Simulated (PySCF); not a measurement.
**A diatomic session: LiP+**

One table from this session's results is given with a row withheld; the runs are named, their logs left out.

Computed with PySCF 2.14.0. Level: Li 6-31G(d,p), P 6-31G(d,p), no relativity.

The first run:

Settings of the job:

| Item | Value |
| --- | --- |
| atoms | Li, P |
| charge | 1 |
| basis | Li 6-31G(d,p), P 6-31G(d,p) |
| Hamiltonian | no relativity |
| basis functions | 32 |
| electrons treated | 17 |
| masses in u | 7.0160, 30.9738 |
| levels | PBE0, PBE, r²SCAN, TPSS, B2PLYP, M06-L, HSE06, HF, MP2, SCS-MP2, CCSD, CCSD(T) |
| grid | 80 radial by 434 angular points |
| occupations | held fixed by the projection of orbital angular momentum |
| dissociation limit | Li+ + P, each in its ground configuration |
| starting distance in angstrom | 2.450 |
| values of 2S to try | 1, 3 |

Run with:

```bash
OMP_NUM_THREADS=1 python dia.py task.json out
```

Steps of the session up to this table: The job; First curve: PBE0; Higher solutions at PBE0; PBE (GGA); r²SCAN (meta-GGA); TPSS (meta-GGA); B2PLYP (double hybrid); M06-L (meta-GGA); HSE06 (range-separated hybrid); UHF (mean field); Adding correlation.

One table of the session follows, with a row left open; its other results are not shown here.

It belongs to the step «The curves together». Energy (eV) from each level's lowest point:

| R (Å) | UHF | UHF-MP2 | UHF-SCS-MP2 | UHF-CCSD | UHF-CCSD(T) |
| --- | --- | --- | --- | --- | --- |
| 2.330 | 0.167 | 0.134 | 0.140 | n/a | n/a |
| 2.438 | 0.077 | 0.054 | 0.058 | 0.049 | 0.049 |
| 2.546 | ? | ? | ? | ? | ? |
| 2.628 | 0.008 | 0.001 | 0.002 | 0.000 | 0.000 |
| 2.709 | 0.000 | 0.000 | 0.000 | 0.001 | 0.001 |
| 2.790 | 0.001 | 0.008 | 0.007 | 0.011 | 0.011 |
| 2.899 | 0.012 | 0.028 | 0.025 | 0.032 | 0.034 |
| 3.034 | 0.035 | 0.061 | 0.057 | 0.068 | 0.070 |
| 3.197 | 0.070 | 0.106 | 0.101 | 0.115 | 0.118 |
| 3.413 | 0.117 | 0.164 | 0.158 | n/a | n/a |

Q: Estimate the row for R (Å) = 2.546 from the others.

Worked estimate for «UHF». A straight line through the neighbours (2.438, 0.077) and (2.628, 0.008) gives 0.077 + (0.008 − 0.077) × (2.546 − 2.438) / (2.628 − 2.438) = 0.038; a parabola fitted to 4 rows on both sides gives 0.025.

As computed: UHF: 0.027; UHF-MP2: 0.013; UHF-SCS-MP2: 0.015; UHF-CCSD: 0.010; UHF-CCSD(T): 0.010. In «UHF» the line misses by +0.011 and the parabola by -0.002.

State 4 has its PBE0 minimum 1.19 eV higher. The other levels ran on the lowest alone.
